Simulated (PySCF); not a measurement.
**PySCF run on Si2**

The script input.py:

```python
from pyscf import gto, scf

mol = gto.M(
    atom='Si 0 0 0; Si 0 0 2.007',
    basis='sbkjc',
    ecp={'Si': 'sbkjc'},
    charge=0,
    spin=0,
    verbose=3,
)
mf = scf.RHF(mol)
mf = scf.addons.smearing_(mf, sigma=0.01, method='fermi')
mf.kernel()
mf.dip_moment()
print('orbital energies (hartree):', mf.mo_energy[..., max(0, mol.nelec[1]-3):mol.nelec[0]+3].round(4))
```

```bash
$ OMP_NUM_THREADS=1 python input.py
```

Output:

```
converged SCF energy = -7.26991144438042
Dipole moment(X, Y, Z, Debye): -0.00000, -0.00000,  0.00000
orbital energies (hartree): [-0.4385 -0.295  -0.295  -0.0768  0.0414  0.0414]
```

In short: E(SCF) = -7.269911 Eh, μz(SCF) = 0.00 D.

Hardware: Arm Neoverse V1, 1 thread, shared host. Wall time 0.63 s.

Stability towards an unrestricted solution was not tested. The bond length is a typed value, not an optimised one.
